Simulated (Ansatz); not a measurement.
Energy needed to pull apart BHSF (SMILES FB[S]), doublet, into free ground-state atoms, from the structure below (at a frame of a short PBE0-D4/def2-SVP trajectory); no zero-point or spin–orbit terms; open-shell atoms are treated unrestricted, in their ground-state multiplicity.

```
4
angstrom
F 1.1207 0.6750 -0.4152
B 0.0951 0.0277 0.0437
S -1.4773 -0.0739 -0.7024
H 0.2381 -0.7282 1.0345
```

Program: Ansatz 0.2.0. Basis: def2-TZVPP. Cores are frozen in the correlated methods; orbitals are unrestricted.

```tsv
method	atomization energy (kJ/mol)
PBE-D4	1468
r2SCAN-D4	1446
PBE0-D4	1429
wB97M-V	?
HF	?
MP2	1419
CCSD	1345
CCSD(T)	1369
```

Q: What does HF give? (Judge from chemistry; the value comes from the calculation.)

A: By the calculation: 1080 kJ/mol, which is about 289 kJ/mol less than CCSD(T)/def2-TZVPP.

Q: What does wB97M-V give? (To be estimated.)

A: By the calculation: 1427 kJ/mol, which is about 58 kJ/mol more than CCSD(T)/def2-TZVPP.

In triple zeta the MP2 and coupled-cluster atomization energies are still short of their basis limit by a few kcal/mol a bond, whereas those of the functionals are nearly converged, so these differences are not deviations from converged CCSD(T).

No T1 diagnostic of these runs exceeds 0.017. ⟨S²⟩ of the unrestricted Hartree–Fock references: 0.76 (a pure state has 0.75).

For scale, one of the runs: CCSD(T)/def2-TZVPP forces, 118 basis functions, launched by `ansatz run in.yaml --threads 2 --pin off --events-out ev --progress --plain --max-ram 3481MiB`. The run took 2.1 min on 2 CPU threads of an Arm Neoverse V1 (shared host), with 1.8 GiB of host memory at its peak.
